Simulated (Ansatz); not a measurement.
C3H7NO can be A, `CO/C=C/N`, or B, `C=C(O)NC`.

Isolated molecules relaxed with PBE0-D4/def2-TZVP in Ansatz; ΔE leaves out vibrations. CBS: MP2 limit from def2 TZ/QZ plus the TZ coupled-cluster correction, frozen cores. DFT in def2-TZVPP. Each species was taken in one conformer, which may not be the lowest.

A:

```xyz
12

C    -1.950    0.035   -0.056
O    -1.072    0.254   -1.126
C     0.252    0.171   -0.840
C     0.813   -0.137    0.330
N     2.190   -0.344    0.516
H    -2.960    0.138   -0.450
H    -1.824   -0.971    0.363
H    -1.797    0.771    0.744
H     0.849    0.366   -1.726
H     0.211   -0.332    1.209
H     2.551    0.137    1.329
H     2.739   -0.088   -0.293
```

B:

```xyz
12

C     0.0557   -1.4260   -0.4427
C     0.1903   -0.5572    0.5704
O     0.3995   -0.9248    1.8614
N     0.1730    0.8058    0.4807
C    -0.2056    1.4419   -0.7494
H    -0.1448   -1.0916   -1.4482
H     0.1773   -2.4873   -0.2742
H     0.3460   -1.8826    1.9112
H    -0.1104    1.2606    1.3329
H     0.5079    1.1866   -1.5368
H    -1.2084    1.1517   -1.0924
H    -0.1805    2.5227   -0.6129
```

(1) Which is lower in electronic energy at CCSD(T)/CBS, and by how much? (Estimate.)

(2) Give E(B) − E(A) in kcal/mol with ωB97M-V, MP2/def2-TZVPP, PBE-D4, BLYP-D4, HF/def2-TZVPP, B2PLYP, CCSD(T)/def2-SVP. (Best estimate.)

(3) Does the order hold for the free energy at 298.15 K (harmonic terms from PBE0-D4)? (An estimate is asked.)

Largest T1 diagnostic: 0.012.

Results:

(1) Ansatz gave: B, by 14.1 kcal/mol.

(2) Ansatz gave: ωB97M-V -14.8, MP2/def2-TZVPP -15.2, PBE-D4 -13.6, BLYP-D4 -12.5, HF/def2-TZVPP -14.8, B2PLYP -13.8, CCSD(T)/def2-SVP -13.4. None reverses the order clearly.

(3) Ansatz gave: Yes: G(B) − G(A) = -14.5 kcal/mol, for one conformer each.

Leaving LDA and LC-ωPBE aside and taking each functional with its dispersion term where it has one, the values, not all of them listed here, spread over 3.2 kcal/mol, from r2SCAN0-D4 to BLYP-D4. LDA lies −2.2 kcal/mol from PBE without D4. From BLYP to BHLYP (50 % exact exchange), in def2-TZVPP and without D4, E(B) − E(A) moves by −2.6 kcal/mol.
